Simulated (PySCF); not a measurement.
Simulated outer-valence photoelectron spectrum of `CPC` (dimethylphosphine). Method used: EOM-IP-CCSD/aug-cc-pVDZ in PySCF, restricted Hartree–Fock reference, frozen core, non-relativistic, gas phase, PBE0-D3(BJ)/def2-SVP geometry.

Each root has a Gaussian of 0.8 eV full width with its one-hole share as area; cross sections and vibrations are left out, and the highest printed point is 100.

```csv
ionisation energy (eV),intensity
7.8,0
8.0,1
8.2,5
8.4,14
8.6,29
8.8,44
9.0,47
9.2,35
9.4,19
9.6,7
9.8,2
10.0,0
10.2,0
10.4,0
10.6,0
10.8,2
11.0,7
11.2,22
11.4,46
11.6,72
11.8,86
12.0,78
12.2,53
12.4,27
12.6,10
12.8,3
13.0,2
13.2,7
13.4,22
13.6,50
13.8,83
14.0,100
14.2,97
14.4,90
14.6,93
14.8,96
15.0,81
15.2,52
15.4,25
15.6,8
15.8,2
16.0,0
16.2,0
16.4,0
16.6,0
16.8,0
17.0,0
17.2,2
17.4,6
17.6,16
17.8,30
18.0,40
18.2,38
18.4,26
18.6,12
18.8,4
19.0,1
19.2,0
```

**Question.** Where are the maxima, and how many lines lie under the curve?

**Answer.** 5 maxima, at 8.9, 11.8, 14.0, 14.8 and 18.1 eV, from 8 lines. At this width some lines have no maximum of their own.

**Question.** List the lines with their holes.

**Answer.** 
| E (eV) | leading hole (HF orbital) | area | Koopmans (eV) |
| --- | --- | --- | --- |
| 8.93 | HOMO | 0.96 | 9.34 |
| 11.67 | HOMO-1 | 0.95 | 12.51 |
| 11.98 | HOMO-2 | 0.95 | 12.76 |
| 13.93 | HOMO-3 | 0.95 | 14.94 |
| 14.04 | HOMO-4 | 0.95 | 15.05 |
| 14.72 | HOMO-5 | 0.95 | 15.80 |
| 14.93 | HOMO-6 | 0.94 | 16.04 |
| 18.07 | HOMO-7 | 0.82 | 20.41 |

The widest gap, 3.14 eV, lies between 14.93 and 18.07 eV. Only orbitals with −ε under 21 eV, eight at most, were ionised, so the high end of the curve may lack lines.
